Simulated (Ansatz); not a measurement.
# H2O (singlet): wB97M-V, B2PLYP over a scan of the distance O1–H2, 6-31G

How well do these functionals follow the top wave-function level for H2O (singlet) over a scan of the distance O1–H2?

Method: 6-31G, all electrons in the functionals, frozen cores in the correlation of double hybrids and RPA; program: Ansatz 0.2.0, Gaussian basis.

The runs, in order: wB97M-V, B2PLYP, at 0.765 Å; 0.884 Å; 0.960 Å; 1.055 Å; 1.181 Å; 1.304 Å; 1.551 Å; 1.745 Å; 2.065 Å; 2.626 Å; 3.309 Å.

28 further runs of the same task are left out: 1 for a mislabelled method, 21 that didn't finish, 6 set aside as unsound or not needed.

## Step 1: What is computed

The geometry derives from a PBE0/def2-TZVP stationary point (not a proven minimum). One bond is set to the value named and the two fragments are kept rigid.

3 atoms, charge 0, spin multiplicity 1.

Atoms are counted from 1 here; the program's logs count them from 0.

Bond lengths: O1–H2 0.960 Å, O1–H3 0.960 Å. Angles: H2–O1–H3 105.1°.

No dispersion term is added; wB97M-V holds VV10 nonlocal correlation.

The geometry shown and the zero of energy belong to the point 0.960 Å. The yardstick, FCI, and other wave-function levels (R restricted, U unrestricted, valence and pair active spaces) come from earlier runs.

## Step 2: wB97M-V, 0.765 Å

in.yaml reads:

```yaml
crystal:
  periodic: [false, false, false]
  atoms:
    - {symbol: O, position_ang: [0.000000, -0.058697, -0.008638]}
    - {symbol: H, position_ang: [0.000000, 0.406689, -0.615796]}
    - {symbol: H, position_ang: [0.000000, 0.525031, 0.752912]}
basis:
  gaussian: {orbitals: 6-31G}
hamiltonian: {xc: {name: wB97M-V}}
output: {orbitals: {seedname: orbitals}}
```

Started as:

```sh
ansatz run in.yaml --threads 1 --pin off --events-out ev --progress --plain --max-ram 2393MiB
```

The runs that follow: wB97M-V, 0.884 Å; wB97M-V, 0.960 Å; wB97M-V, 1.055 Å; wB97M-V, 1.181 Å; wB97M-V, 1.304 Å; wB97M-V, 1.551 Å; wB97M-V, 1.745 Å; wB97M-V, 2.065 Å; wB97M-V, 2.626 Å; wB97M-V, 3.309 Å; B2PLYP, 0.765 Å; B2PLYP, 0.884 Å; B2PLYP, 0.960 Å; B2PLYP, 1.055 Å; B2PLYP, 1.181 Å; B2PLYP, 1.304 Å; B2PLYP, 1.551 Å; B2PLYP, 1.745 Å; B2PLYP, 2.065 Å; B2PLYP, 2.626 Å; B2PLYP, 3.309 Å.

Q: Predict the results of all the runs planned. Wanted: span of the FCI curve; largest miss, wB97M-V; largest miss, B2PLYP.

**Answer**, as computed:

| quantity | value |
| --- | --- |
| span of the FCI curve | 100.5 kcal/mol |
| largest miss, wB97M-V | +15.8 kcal/mol (2.065 Å) |
| largest miss, B2PLYP | +14.0 kcal/mol (1.745 Å) |

What this shows: Of the functionals, B2PLYP keep the smallest largest miss at the points compared (at most 14.0 kcal/mol) and wB97M-V strays most (15.8 kcal/mol, at 2.065 Å). wB97M-V, B2PLYP clearly break the spin symmetry at some points (⟨S²⟩ up to 1.00 above the pure value), so energy there is bought with a mixed spin. Functionals and the yardstick converge differently with the basis, so part of each miss in 6-31G is the basis.
